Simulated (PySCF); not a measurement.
# Basis set benchmark on one molecule

Molecule: SMILES O=C(C=C)F, C$_{3}$H$_{3}$FO.

Geometry (Å), atoms numbered from 1 in this order:
```xyz
8

C     0.9872    0.7719   -0.0772
C     0.1410   -0.1013    0.4733
C    -0.9898   -0.6348   -0.3103
O    -1.2779   -0.3954   -1.4357
F    -1.7252   -1.4821    0.4223
H     0.8450    1.0942   -1.1130
H     1.8321    1.1794    0.4828
H     0.2444   -0.4508    1.5032
```

Geometry PBE0-D3(BJ)/def2-SVP throughout; GIAO in PySCF 2.14.0 with density-fitted response routines, gas phase, one conformer, non-relativistic; equivalent atoms averaged; functional PBE0.

Reference values (measured; solution, not stated per compound (mostly CDCl3 or CCl4); Pretsch, Buehlmann, Badertscher, Structure Determination of Organic Compounds, 4th ed. (2009)): δ(H8) = 6.14 ppm, δ(H7) = 6.25 ppm, δ(H6) = 6.60 ppm. Computed shifts are taken against TMS, calculated as an isolated molecule at each level.

Question: How do the basis sets pcSseg-0, cc-pVDZ, aug-cc-pVDZ, cc-pVTZ, IGLO-III perform against the reference? Times are CPU seconds on 1 thread of an Arm Neoverse V1, shared host.

Answer: 
| basis set | functions | H8 | H7 | H6 | mean abs. error H | core-s |
| --- | --- | --- | --- | --- | --- | --- |
| pcSseg-0 | 51 | 6.30 | 6.89 | 7.69 | 0.63 | 2.8 |
| cc-pVDZ | 85 | 5.94 | 6.25 | 7.04 | 0.21 | 4.5 |
| aug-cc-pVDZ | 142 | 6.42 | 6.50 | 7.33 | 0.42 | 8.2 |
| cc-pVTZ | 192 | 6.30 | 6.39 | 7.19 | 0.30 | 12 |
| IGLO-III | 205 | 6.34 | 6.41 | 7.23 | 0.33 | 13 |

For $^{1}$H the closest is cc-pVDZ (0.21 ppm) and the furthest pcSseg-0 (0.63 ppm). Where a smaller basis beats a larger one, errors probably cancel. One molecule is a small sample, and vibrational and solvent effects are absent from the calculation.

A small basis that lands close on one nucleus may do so by chance; judge by the trend and by all nuclei.
